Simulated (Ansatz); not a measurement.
The same path of C₃H₆FN (11 atoms, charge 0, multiplicity 1) was run twice with different band settings. The coordinate that changes most is the height of N5 over the plane of its neighbours.

Computed with RHF/def2-SVP in Ansatz 0.2.0.

Relaxed end points:

```xyz
11
Properties=species:S:1:pos:R:3
C 0.687 1.168 1.073
C 0.425 0.028 0.152
F 1.535 -0.669 -0.146
C -0.725 -0.369 -0.361
N -0.917 -1.506 -1.144
H -0.231 1.715 1.280
H 1.414 1.855 0.635
H 1.100 0.811 2.019
H -1.617 0.192 -0.116
H -1.546 -1.364 -1.910
H -0.061 -1.918 -1.461
```

```xyz
11
Properties=species:S:1:pos:R:3
C 0.679 1.142 1.105
C 0.430 0.044 0.131
F 1.530 -0.683 -0.129
C -0.692 -0.266 -0.492
N -0.835 -1.251 -1.468
H -0.237 1.696 1.304
H 1.428 1.837 0.719
H 1.057 0.740 2.047
H -1.574 0.324 -0.282
H -1.679 -1.783 -1.377
H -0.042 -1.858 -1.537
```

Common settings: movable images 7; climbing image yes; spring 5.0 eV/Å²; optimiser quadratic models (default); start path through a guess of the saddle point; end points relaxed.

| run | force threshold | iteration limit |
| --- | --- | --- |
| 1 | 0.05 eV/Å | 50 |
| 2 | 0.5 eV/Å | 53 |

Q: What does each run give, and how far can it be trusted?

A: Run 1: converged after 7 iterations, highest image 0.085 eV above the first end. A vibrational analysis at the climbing image gives one clearly imaginary mode, 545i cm⁻¹: a first-order saddle point.
Run 2: converged after 4 iterations, highest image 0.088 eV above the first end. The threshold of 0.5 eV/Å is loose, so the images may lie well off the minimum-energy path. Another band between the same ends (7 images) ends at a top of the same energy, where a vibrational analysis finds 1 clearly imaginary mode.
